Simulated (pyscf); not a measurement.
One four-centre exchange on the singlet surface with elements of a group swapped. ωB97M-D3(BJ)/def2-TZVP, eV, from the separated reactants. Optimised with ωB97X-D3(BJ)/def2-SVP in PySCF.

```tsv
step	barrier	reaction energy	imaginary mode (i cm⁻¹)
HO–GaH–OH + CH₄ -> H₃C–Ga(OH)–OH + H₂	2.41	+0.35	1657
HO–InH–OH + CH₄ -> H₃C–In(OH)–OH + H₂	___	___	1836
```

Task: Some entries are withheld; supply them.

Result: 
- HO–InH–OH + CH₄ -> H₃C–In(OH)–OH + H₂, barrier: 2.63
- HO–InH–OH + CH₄ -> H₃C–In(OH)–OH + H₂, reaction energy: +0.46

Row 2: On the reactant side the descent ends in a complex (not fully relaxed), 0.18 eV under the separated species and 2.71 eV under the saddle at ωB97X-D3(BJ)/def2-TZVP. Each row is the saddle that its search found. Elements up to Kr have no core potential and no relativistic terms here. Elements past Kr carry the def2 core potentials, without spin-orbit coupling.
